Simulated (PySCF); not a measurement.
# BClO (boron chloride oxide) at CISD/STO-3G

What is the energy change on altering one bond length of BClO (boron chloride oxide) at CISD/STO-3G? The job is set up through a Python script.

Program for the calculation: PySCF 2.14.0.

14 further runs of the same task are left out: 4 that didn't finish, 10 set aside as unsound or not needed.

### 1 The molecule

The species is BClO (3 atoms), meant as a singlet with charge 0. SMILES: `O=BCl`. The shape is that of a GFN2-xTB optimisation.

Bond lengths: O1–B2 1.193 Å, B2–Cl3 1.639 Å. Angles: O1–B2–Cl3 179.9°.

### 2 The energy at CISD/STO-3G

The input, run.py:

```python
from pyscf import gto, scf, ci

mol = gto.M(
    atom='O 1.019560 0.606200 0.626990; B 0.113080 0.066620 0.069470; Cl -1.132640 -0.672810 -0.696460',
    verbose=3,
    spin=0,
    basis='sto-3g',
    max_memory=1860,
)

mf = scf.RHF(mol)
mf.conv_tol = 1e-10
mf.kernel()
if not mf.converged:
    mf = mf.newton().run(mf.mo_coeff, mf.mo_occ)

cisd = ci.CISD(mf, frozen=7)
cisd.kernel()
e_final = cisd.e_tot
print(f'total energy: {e_final:.8f} hartree')
```

Launch:

```console
$ OMP_NUM_THREADS=1 python run.py
```

Output:

```text
converged SCF energy = -552.862726915859
E(RCISD) = -552.9902354501402  E_corr = -0.1275085342811964
total energy: -552.99023545 hartree
```

Wall time 0.77 s (1 thread of Arm Neoverse V1, shared host); peak memory 0.1 GiB.

### 3 The distorted shape, same level

The input, input.xyz:

```xyz
3

O      1.268705     0.754087     0.780177
B      0.362225     0.214507     0.222657
Cl    -1.132640    -0.672810    -0.696460
```

The input, run.py:

```python
from pyscf import gto, ci

mol = gto.Mole()
mol.atom = 'input.xyz'
mol.verbose = 3
mol.basis = 'sto-3g'
mol.max_memory = 1860
mol.spin = 0
mol.build()

hf = mol.RHF()
hf.conv_tol = 1e-10
hf.kernel()
if not hf.converged:
    hf = hf.newton().run(hf.mo_coeff, hf.mo_occ)

cisd = ci.CISD(hf, frozen=7)
cisd.kernel()
energy = cisd.e_tot
print('Final energy', energy)
```

Launch:

```console
$ OMP_NUM_THREADS=1 python run.py
```

Output:

```text
converged SCF energy = -552.842376771419
E(RCISD) = -552.978023358385  E_corr = -0.1356465869656263
Final energy -552.978023358385
```

Run time: 1 s. Hardware: 1 thread of Arm Neoverse V1, shared host; peak memory 0.11 GiB.

### 4 What came out

At CISD/STO-3G, 7 core orbitals frozen:

| quantity | value |
| --- | --- |
| first shape: total energy | -552.99024 Eh |
| first shape: dipole moment (Hartree–Fock density) | 0.54 D |
| first shape: HOMO energy (Hartree–Fock orbitals) | -11.25 eV |
| first shape: LUMO energy (Hartree–Fock orbitals) | 9.32 eV |
| first shape: HOMO–LUMO gap (Hartree–Fock orbitals) | 20.57 eV |
| first shape: correlation energy (7 core orbitals frozen) | -127.5 mEh |
| distorted shape: total energy | -552.97802 Eh |
| distorted shape: dipole moment (Hartree–Fock density) | 0.22 D |
| distorted shape: HOMO energy (Hartree–Fock orbitals) | -11.30 eV |
| distorted shape: LUMO energy (Hartree–Fock orbitals) | 6.22 eV |
| distorted shape: HOMO–LUMO gap (Hartree–Fock orbitals) | 17.52 eV |
| distorted shape: correlation energy (7 core orbitals frozen) | -135.6 mEh |
| energy change with the B2–Cl3 bond stretched from 1.639 to 1.966 Å | 0.332 eV |

What this shows: With the B2–Cl3 bond stretched from 1.639 to 1.966 Å the energy rises by 0.33 eV (7.7 kcal/mol). The first shape isn't relaxed at this level, so the change isn't measured from a minimum. The minimal basis adds a large error of its own. Mulliken charges (distorted shape) of the mean-field density run from -0.26 on O1 to +0.45 on B2.
